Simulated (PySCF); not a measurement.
# The bond of Al2+, level by level

An exercise on one series of results from a longer session: the logs are not shown, and one member is left open.

Method: Al 6-311G(d,p), no relativity; program: PySCF 2.14.0.

The first run:

Settings of the job:

```yaml
atoms: Al, Al
charge: 1
basis: Al 6-311G(d,p)
Hamiltonian: no relativity
basis_functions: 52
electrons_treated: 25
masses_in_u: 26.9815, 26.9815
levels: PBE0, PBE, r²SCAN, PBEsol, LDA, MN15, HF, MP2, SCS-MP2, CCSD, CCSD(T)
grid: 80 radial by 434 angular points
occupations: held fixed by the projection of orbital angular momentum
dissociation_limit: Al+ + Al, each in its ground configuration
starting_distance_in_angstrom: 2.490
values_of_2S_to_try: 1, 3
```

Started as:

```
OMP_NUM_THREADS=1 python dia.py task.json out
```

Among the steps run: Set-up; The PBE0 curve of the state that the search chose; Excited determinants; PBE (GGA); r²SCAN (meta-GGA); PBEsol (GGA); LDA (local density); MN15 (hybrid meta-GGA); ROHF; MP2 and coupled cluster.

One of the session's tables, all rows but one given; the rest of the session is left out.

Energy (eV) from each level's lowest point:

```
R (Å)   ROHF  ROHF-MP2  ROHF-SCS-MP2  ROHF-CCSD  ROHF-CCSD(T)
2.789  0.285     0.186         0.195        n/a           n/a
2.919  0.149     0.077         0.083      0.073         0.065
3.048  0.066     0.021         0.024      0.019         0.014
3.146  0.029     0.003         0.004      0.002         0.000
3.243  0.008     0.000         0.000      0.000         0.001
3.340  0.000     0.009         0.008      0.010         0.013
3.470      ?         ?             ?          ?             ?
3.632  0.030     0.083         0.079      0.085         0.094
3.827  0.078     0.154         0.149      0.158         0.169
4.086  0.160     0.261         0.255        n/a           n/a
```

Q: Estimate the row for R (Å) = 3.470 from the others.

Worked estimate for «ROHF». A straight line through the neighbours (3.340, 0.000) and (3.632, 0.030) gives 0.000 + (0.030 − 0.000) × (3.470 − 3.340) / (3.632 − 3.340) = 0.013; a parabola fitted to 4 rows on both sides gives 0.007.

**Answer.** ROHF: 0.005; ROHF-MP2: 0.035; ROHF-SCS-MP2: 0.032; ROHF-CCSD: 0.037; ROHF-CCSD(T): 0.042. In «ROHF» the line misses by +0.008 and the parabola by +0.002.

To keep in mind: Lowest PBE0 solution found, without spin–orbit coupling: ²Σg⁺ (doublet), unpaired electrons σ ↑. Warnings in the runs' records: inverted.
